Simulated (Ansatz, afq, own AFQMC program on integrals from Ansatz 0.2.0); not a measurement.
## CH2Ge, triplet → CH$_{2}$Ge⁺, quartet

```yaml
atoms:
  - { symbol: Ge, position_ang: [0.0000, -0.0446, 0.2902] }
  - { symbol: C, position_ang: [0.0000, 0.1823, -1.6010] }
  - { symbol: H, position_ang: [0.0000, 1.5086, 0.6403] }
  - { symbol: H, position_ang: [0.0000, -0.4689, -2.4762] }
```

Connectivity, by distances: GeH–CH.

E(quartet, charge +1) − E(triplet, charge +0) at this geometry, on UHF and UHF determinants.

Basis cc-pVDZ. Only valence electrons are correlated. Integrals, coupled cluster, full CI and functionals: Ansatz 0.2.0; the random walks run on the same integrals in our own AFQMC program. ph-AFQMC/CISD is guided by a CISD state made of CCSD amplitudes; releasing the constraint for a short imaginary time cuts its bias at the price of noise, slowly where states lie close. ± is one standard error of the sampling. No spin–orbit coupling. The errors of all members are added in quadrature.

No full CI on the walks' own integrals is used here; CCSDT(Q) serves as the reference and is uncertain by about the last step of the cluster series. Each member takes its own surest rung, up to full CI.

Errors are counted within cc-pVDZ, not against nature.

Cautions: inner d shell frozen; no relativity below Rb; no spin-orbit coupling; CH₂Ge (triplet): lower spins were not checked, the determinant is a saddle point among determinants of its kind; CH₂Ge⁺ (quartet): lower spins were not checked, its ph-AFQMC/CISD value lies 28 ± 7 meV above CCSDT(Q); this needn't be the first ionization.

Reference (CCSDT(Q)): 213.8 kcal/mol.

```csv
level,vertical ionization energy (kcal/mol),error against CCSDT(Q) (kcal/mol)
HF,192.7,-21.1
MP2,208.9,-4.9
CCSD,212.7,-1.2
CCSD(T),213.5,-0.3
CCSDT,213.7,-0.1
ph-AFQMC/CISD,214.3 ± 0.4,0.4 ± 0.4
released AFQMC,214.2 ± 0.4,0.4 ± 0.4
```

Correlation beyond CCSD(T) adds 0.3 kcal/mol. The perturbative (T) step is worth +0.8 kcal/mol.

A walk keeps the symmetry of its determinant, which the program's search chose and which needn't be the lowest solution, so a lower state of the same spin and another symmetry isn't excluded. Released energies are given only where the last usable release times agree within the noise; a slower fall can still hide under it.
